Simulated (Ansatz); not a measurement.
Band gap (eV) of solids drawn from the class of halides, at two levels: PBE (PAW; Ansatz, an electronic-structure program), and HSE06 in Ansatz (plane waves, PAW).

PBE values are at the measured cell, HSE06 values at the measured cell.

```
solid                         PBE  HSE06  shift (eV)
---------------------------  ----  -----  ----------
Cs2AgBiBr6 (Fm-3m, No. 225)  1.26   2.13       +0.87
CsCl-type TlCl               2.09   2.85       +0.76
cubic perovskite KMgF3       7.31   9.55       +2.24
fluorite SrCl2               5.35   6.63       +1.28
cubic perovskite KZnF3       3.86   6.34       +2.48
CsCl-type TlBr               1.86   2.55       +0.69
rutile MnF2                  2.21   4.84       +2.63
rock-salt AgCl               0.91   2.41       +1.50
fluorite CdF2                3.10   5.21       +2.11
rock-salt AgBr               0.68   2.03       +1.35
```

The shifts run from +0.69 eV to +2.63 eV, with a median of +1.42 eV.

Over all 10 rows HSE06 is the larger in 10.

Database compounds that came out metallic weren't drawn.

Ansatz's runs of these crystals have no spin polarisation, but for rutile MnF2.

Density-functional runs with spin start from opposed moments for rutile MnF2.

Levels without +SOC have no spin–orbit coupling; where heavier elements are present it shifts gaps, mostly down, and can invert bands. Density-functional gaps are differences of (generalised) Kohn–Sham levels. Ansatz's density-functional and Hartree–Fock values are scalar-relativistic unless marked +SOC, with PAW data made under PBE.
